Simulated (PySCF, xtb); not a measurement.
butadiene (C4H6), SMILES C=CC=C. The values are those of a single conformer.

Harmonic wavenumbers (cm⁻¹) from GFN2-xTB (xtb) at its own minimum, in rising order: 145, 297, 502, 507, 741, 886, 889, 913, 974, 989, 1040, 1198, 1264, 1293, 1398, 1425, 1664, 1674, 3051, 3061, 3098, 3099, 3128, 3129.

Question: What does PBE-D3(BJ)/def2-SVP in PySCF 2.14.0 give at its own minimum? (An estimate is asked for; the answer gives what the named calculation found.)

Answer: 181, 288, 501, 523, 756, 880, 886, 889, 957, 962, 1023, 1191, 1256, 1258, 1347, 1402, 1613, 1668, 3066, 3072, 3077, 3079, 3176, 3176. Paired by order, the mean absolute difference is 21 cm⁻¹ and the zero-point energies are 52.0 and 51.8 kcal/mol.
